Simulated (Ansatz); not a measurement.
**Smallest direct gap on the k points sampled of 2H MoS2 at several levels of theory**

No measured value is used here.

```
level (code)      value (eV)  cell (Å³/atom)
----------------  ----------  --------------
LDA (Ansatz)      (withheld)           16.99
BLYP (Ansatz)           1.70           17.72
PBE+SOC (Ansatz)        1.68           17.72
PBEsol (Ansatz)   (withheld)           17.92
RPBE (Ansatz)           1.71           17.72
r²SCAN (Ansatz)         1.72           19.02
```

Some entries are withheld; supply them.


- LDA (Ansatz, a first-principles code), value (eV): 1.76
- PBEsol (Ansatz), value (eV): 1.74

Computed values are for a static lattice. Levels without +SOC have no spin–orbit coupling; where heavier elements are present it shifts gaps, mostly down, and can invert bands.  LDA, PBEsol, r²SCAN: the cell comes from a level without a dispersion term, which matters for the spacing of layers, chains or molecules. Values are at the level's own equilibrium cell; BLYP at the measured cell; PBE+SOC at the measured cell; RPBE at the measured cell. Cutoffs differ between the levels. Ansatz's density-functional and Hartree–Fock values are scalar-relativistic unless marked +SOC, with PAW data made under PBE.
